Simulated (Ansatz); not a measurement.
Energy needed to pull apart CH4AlN (SMILES [CH2]1[NH][AlH]1), singlet, into free ground-state atoms, from the structure below (displaced at random from a GFN2-xTB minimum); no zero-point or spin–orbit terms; open-shell atoms are treated unrestricted, in their ground-state multiplicity.

```xyz
7
angstrom
C -0.5194 0.0058 -0.6231
N -0.1874 0.4479 0.8412
Al 1.1236 -0.5236 0.2071
H -1.4311 -0.6254 -0.7406
H -0.6147 0.8864 -1.3116
H -0.8695 1.0196 1.3263
H 2.5043 -1.2080 0.3211
```

Computed with Ansatz 0.2.0 (basis: def2-TZVPP); correlated methods freeze the cores. B3LYP uses VWN-RPA correlation.

| method | atomization energy (kcal/mol) |
| --- | --- |
| PBE-D4 | ? |
| r2SCAN-D4 | 537.1 |
| PBE0-D4 | 535.7 |
| B3LYP-D4 | 537.6 |
| r2SCANh-D4 | 532.5 |
| wB97M-V | ? |
| HF | 361.0 |
| MP2 | 527.6 |
| CCSD | 509.7 |
| CCSD(T) | 519.5 |

Q: What does PBE-D4 give? (To be estimated.)

A: By the calculation: 549.2 kcal/mol, which is about 29.6 kcal/mol more than CCSD(T)/def2-TZVPP.

Q: What does wB97M-V give? (An estimate is asked for; the value comes from the calculation.)

A: The calculation gives: 539.6 kcal/mol, which is about 20.0 kcal/mol more than CCSD(T)/def2-TZVPP.

In triple zeta the MP2 and coupled-cluster atomization energies are still short of their basis limit by a few kcal/mol a bond, whereas those of the functionals are nearly converged, so these differences are not deviations from converged CCSD(T).

T1 diagnostic: at most 0.016.

For scale, one of the runs: CCSD(T)/def2-TZVPP forces, 160 basis functions (an equivalent command: `ansatz run in.yaml --threads 4`). Time: 47 s of wall clock on 4 CPU threads; the host was shared. Peak host memory: 2.2 GiB.
